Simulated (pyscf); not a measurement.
Single points on ωB97X-D3(BJ)/def2-SVP structures (PySCF, gas phase). Correlated levels are frozen-core, on RHF or UHF. ΔMP2 is the change of the MP2 total energy from the triple- to the quadruple-zeta basis.

Task: Estimate the classical barrier height and the reaction energy of H₃C–NH• (SMILES C[NH]) → •H₂C–NH₂ (SMILES [CH2]N) at CCSD(T)/def2-TZVPP + ΔMP2(QZVPP). The step runs on the doublet surface, breaks C–H and forms H–N; take the reactant's lowest minimum found as zero.

Result: ΔE‡ = 38.9 kcal/mol, ΔE = -7.2 kcal/mol. Zero-point energy shifts the barrier by -2.1 kcal/mol. It is a hydrogen shift, with an imaginary mode of 2027i cm⁻¹. This is the saddle that the search found; another between the same sides may lie lower. The CCSD(T) − MP2 part came from Ansatz, without density fitting, on the same reference.
